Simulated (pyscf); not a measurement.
Optimised with ωB97X-D3(BJ)/def2-SVP in PySCF.

Task: How much does it cost (ΔH, 298 K, ωB97M-D3(BJ)/def2-TZVP) to split H₃C–CH₂–O–Sc(OH)–OH at its C–O bond into •H₂C–CH₃ + [O–Sc(OH)–OH]•?

Result: C–O to •H₂C–CH₃ + [O–Sc(OH)–OH]•: 4.22 eV. The 7 functionals that were run give +3.95 (r²SCAN) to +4.36 eV (M06-2X). The radicals are drawn with the spin at the cut bond; how far it spreads was not checked. Other isomers of •H₂C–CH₃, [O–Sc(OH)–OH]• were not searched in full and may lie lower. Open-shell species with a d-block atom are single-reference here; other states, and whether the spin sits on metal or ligand, were not checked.
